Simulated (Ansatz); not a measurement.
Gas-phase reaction in SMILES: CC(C)CO + 4 [H][H] (H2) -> 4 C (CH4) + O (H2O)

Wanted: energy of full hydrogenation (electronic), in kcal/mol. Conventions: dispersion terms only where a functional's name holds one; frozen cores in correlated levels; no spin-orbit coupling; non-relativistic. CBS(X,Y): correlation extrapolated as X^-3; Hartree-Fock from the larger set. Ab initio and DFT rows: single points at B3LYP-D3(BJ) geometries (Ansatz, a program for electronic structure).

| species | coefficient | E at B3LYP/STO-3G (Ansatz), Eh | E at PBE/def2-TZVPD (Ansatz), Eh |
|---|---|---|---|
| CC(C)CO | -1 | -230.71603 | -233.44837 |
| [H][H] (H2) | -4 | -1.16533 | -1.16589 |
| C (CH4) | +4 | -40.03875 | -40.46301 |
| O (H2O) | +1 | -75.31342 | -76.38111 |

Coupled cluster (Ansatz) is a level with limits of its own, used here on species with T1 under 0.025 (0.045 for open shells) and stable references: CCSD(T)/CBS(cc-pVTZ,cc-pVQZ). Value to compare with, CCSD(T)/CBS(cc-pVTZ,cc-pVQZ) (Ansatz): -74.1 kcal/mol. 1 Eh = 627.5095 kcal/mol.

### Question
Work the quantity out at each level, and compare with CCSD(T)/CBS(cc-pVTZ,cc-pVQZ) (Ansatz).

### Answer

- B3LYP/STO-3G: the sum of coefficient times E is -0.09107 Eh, or -57.15 kcal/mol. Result: -57.1 kcal/mol. Its difference against CCSD(T)/CBS(cc-pVTZ,cc-pVQZ) (Ansatz) is 17.0 kcal/mol.
- PBE/def2-TZVPD: the sum of coefficient times E is -0.12122 Eh, or -76.07 kcal/mol. Result: -76.1 kcal/mol. Its difference against CCSD(T)/CBS(cc-pVTZ,cc-pVQZ) (Ansatz) is -2.0 kcal/mol.
